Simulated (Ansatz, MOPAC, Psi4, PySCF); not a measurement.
Species: C₂H₂F, charge 0, multiplicity 2. SMILES: [CH]=CF
Coordinates optimised at B3LYP-D3(BJ)/def2-TZVP (Ansatz, an electronic-structure program):
```
C
C 1 1.3001
F 1 1.3501 2 123.21
H 2 1.0733 1 139.33 3 180.00
H 1 1.0877 2 125.07 4 0.00
```
Charge 0, spin multiplicity 2.

Quantity: size of the dipole moment, in D. Set-up: spin-orbit terms left out; 6-311+G** with 5d; non-relativistic; PM7 with its own dispersion and hydrogen-bond terms; six Cartesian d functions in 6-31G* and its kin unless marked 5d; no dispersion term unless named; UHF or UKS for open shells; LANL2DZ all-electron up to Ne. Ab initio and DFT rows: single points at B3LYP-D3(BJ) geometries (Ansatz). Semi-empirical rows: dipoles at the shared geometry.

| level | program | size of the dipole moment (D) |
|---|---|---|
| PM7 | MOPAC | 2.09 |
| PBE/3-21G | Ansatz | 1.67 |
| PBE/6-31G* | Ansatz | 1.63 |
| PBE/6-311+G** | Ansatz | 1.99 |
| B3LYP/LANL2DZ | Ansatz | 2.47 |
| B3LYP/def2-SVP | Ansatz | 1.86 |
| B3LYP/6-311+G** | Ansatz | 2.12 |
| wB97X-D/6-31G* | Psi4 | 1.88 |
| B3PW91/6-31G* (5d) | PySCF | 1.81 |

No value to compare with is used here. The 9 habitual levels span 1.63 (PBE/6-31G*) to 2.47 D (B3LYP/LANL2DZ).

The levels are drawn from those run, B3LYP/6-31G* more often than the rest, none by its result; runs whose electronic state is in doubt are left out.
